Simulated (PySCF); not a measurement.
**AlO (SMILES [O]=[Al]) at UB2PLYP/def2-TZVPPD**

Aim: the vertical ionisation energy of AlO at UB2PLYP/def2-TZVPPD, from 2 runs. Input form: a Python script.

Program for the calculation: PySCF 2.14.0.

2 further runs of the same task are left out: 2 set aside as unsound or not needed.

### Step 1. The structure to begin with

AlO: 2 atoms, total charge 0, spin state doublet. SMILES: `[O]=[Al]`. The shape comes from GFN2-xTB, which is rough for such elements, and wasn't checked as a minimum.

Bond lengths: O1–Al2 1.570 Å.

### Step 2. A single-point energy at UB2PLYP/def2-TZVPPD

Contents of job.py:

```python
from pyscf import gto, dft, mp

system = gto.M(
    atom=[
    ('O', (0.000000, 0.000000, 0.000000)),
    ('Al', (0.000000, 0.000000, 1.570050)),
],
    max_memory=1860,
    charge=0,
    spin=1,
    verbose=3,
    basis='def2-tzvppd',
)

mf = dft.UKS(system)
mf.xc = '0.53*HF + 0.47*B88, 0.73*LYP'
mf.conv_tol = 1e-10
mf.grids.level = 5
mf.kernel()
if not mf.converged:
    mf = mf.newton().run(mf.mo_coeff, mf.mo_occ)

pt = mp.MP2(mf, frozen=6).run()
etot = mf.e_tot + 0.27 * pt.e_corr
print('PT2 part  %.8f' % (0.27 * pt.e_corr))
print(f'total energy: {etot:.8f} hartree')
```

Started as:

```bash
$ OMP_NUM_THREADS=1 python job.py
```

Standard output:

```text
WARN: HOMO -0.240940835673513 >= LUMO -0.240940835673527

converged SCF energy = -317.390592208359  <S^2> = 0.77178611  2S+1 = 2.0216687
E(UMP2) = -317.77055120063  E_corr = -0.379958992271287
E(SCS-UMP2) = -317.757298701051  E_corr = -0.36670649269253
PT2 part  -0.10258893
total energy: -317.49318114 hartree
```

Wall time 15 s (1 thread of Arm Neoverse V1, shared host); peak memory 0.41 GiB.

### Step 3. The singlet cation, same level

Contents of job.py:

```python
from pyscf import gto, dft, mp

mol = gto.Mole()
mol.atom = '''
O      0.000000     0.000000     0.000000
Al     0.000000     0.000000     2.966965
'''
mol.charge = 1
mol.verbose = 3
mol.max_memory = 1860
mol.basis = 'def2-tzvppd'
mol.unit = 'bohr'
mol.spin = 0
mol.build()

ks = dft.RKS(mol)
ks.xc = '0.53*HF + 0.47*B88, 0.73*LYP'
ks.grids.level = 5
ks.conv_tol = 1e-10
ks.kernel()
if not ks.converged:
    ks = ks.newton().run(ks.mo_coeff, ks.mo_occ)

pt = mp.MP2(ks, frozen=6).run()
energy = ks.e_tot + 0.27 * pt.e_corr
print('PT2 part  %.8f' % (0.27 * pt.e_corr))
print(f'total energy: {energy:.8f} hartree')
```

Started as:

```bash
$ OMP_NUM_THREADS=1 python job.py
```

Standard output:

```text
converged SCF energy = -317.012558205469
E(RMP2) = -317.442313268151  E_corr = -0.429755062682327
E(SCS-RMP2) = -317.433334402292  E_corr = -0.420776196823327
PT2 part  -0.11603387
total energy: -317.12859207 hartree
```

It took 6.6 s on 1 thread of Arm Neoverse V1, shared host; peak memory 0.4 GiB.

### Step 4. What came out

At UB2PLYP/def2-TZVPPD, 6 core orbitals frozen:

```
                                                             quantity          value
                                            doublet AlO: total energy  -317.49318 Eh
                                doublet AlO: dipole moment (SCF part)         4.35 D
doublet AlO: HOMO energy (SCF part's orbitals) (highest over α and β)       -8.74 eV
 doublet AlO: LUMO energy (SCF part's orbitals) (lowest over α and β)       -3.08 eV
                                                    doublet AlO: ⟨S²⟩          0.772
                                         singlet cation: total energy  -317.12859 Eh
                    singlet cation: HOMO energy (SCF part's orbitals)      -17.19 eV
                    singlet cation: LUMO energy (SCF part's orbitals)      -11.62 eV
                  singlet cation: HOMO–LUMO gap (SCF part's orbitals)        5.57 eV
                   vertical ionisation energy (to the singlet cation)       9.921 eV
```

**Reading.** Removing an electron at fixed nuclei costs 9.92 eV (229 kcal/mol). Only the singlet of the ionised species was computed; a triplet could lie lower.
